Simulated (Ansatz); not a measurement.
# C2H6O: the cost of one run

Program: Ansatz 0.2.0. Level of theory: the levels named in each step. These are calculated values, not measurements.

**1. Starting point**

Bond lengths: C1–O2 1.404 Å, O2–C3 1.404 Å, C1–H4 1.098 Å, C1–H5 1.098 Å, C1–H6 1.088 Å, C3–H7 1.098 Å, C3–H8 1.088 Å, C3–H9 1.098 Å. Angles: C1–O2–C3 112.8°, O2–C1–H4 111.3°, O2–C1–H5 111.3°, O2–C1–H6 106.7°, H4–C1–H5 108.6°, H4–C1–H6 109.5°, H5–C1–H6 109.4°, O2–C3–H7 111.3°, O2–C3–H8 106.7°, O2–C3–H9 111.3°, H7–C3–H8 109.4°, H7–C3–H9 108.6°, H8–C3–H9 109.5°.

As a file:

```xyz
9

C     1.1795   -0.0294    0.1877
O    -0.0255    0.1629   -0.5060
C    -1.1560   -0.1201    0.2766
H     1.2872   -1.0705    0.5183
H     1.2422    0.6253    1.0666
H     1.9820    0.2165   -0.5046
H    -1.1573   -1.1656    0.6114
H    -2.0253    0.0595   -0.3525
H    -1.2024    0.5303    1.1597
```

**2. A rough first relaxation, PBE-D4/def2-SVP**

This run stands in another session on the same molecule. It ended at:

```xyz
9

C     1.1775   -0.0261    0.1778
O    -0.0262    0.1670   -0.5187
C    -1.1550   -0.1170    0.2666
H     1.3041   -1.0830    0.5245
H     1.2582    0.6328    1.0793
H     2.0113    0.2185   -0.5096
H    -1.1723   -1.1796    0.6187
H    -2.0550    0.0599   -0.3549
H    -1.2182    0.5363    1.1735
```

**3. Relaxation, HF/STO-3G**

The input, input.yaml:

```yaml
crystal:
  periodic: [false, false, false]
  atoms:
    - { symbol: C, position_ang: [1.17754254, -0.02606589, 0.17784718] }
    - { symbol: O, position_ang: [-0.02623246, 0.16701146, -0.51873455] }
    - { symbol: C, position_ang: [-1.15504217, -0.11703815, 0.26655753] }
    - { symbol: H, position_ang: [1.30408466, -1.08298872, 0.5244984] }
    - { symbol: H, position_ang: [1.25824512, 0.63282206, 1.07930117] }
    - { symbol: H, position_ang: [2.01129387, 0.21848259, -0.5095716] }
    - { symbol: H, position_ang: [-1.17232607, -1.17955919, 0.61871552] }
    - { symbol: H, position_ang: [-2.05500841, 0.05985365, -0.35494038] }
    - { symbol: H, position_ang: [-1.21816707, 0.53627219, 1.17345671] }
basis:
  gaussian: { orbitals: STO-3G }
hamiltonian:
  xc: hf
relax:
  f_tol: 0.002
  max_steps: 150
```

Launch:

```console
ansatz run input.yaml --threads 2 --pin off --max-ram 5120MiB --backend cpu --events-out ev --progress --plain --runs-dir out
```

What time and memory should one allow on 2 threads of AMD EPYC (Zen 3), shared host?

About 4.1 s, with a peak of 0.096 GiB.
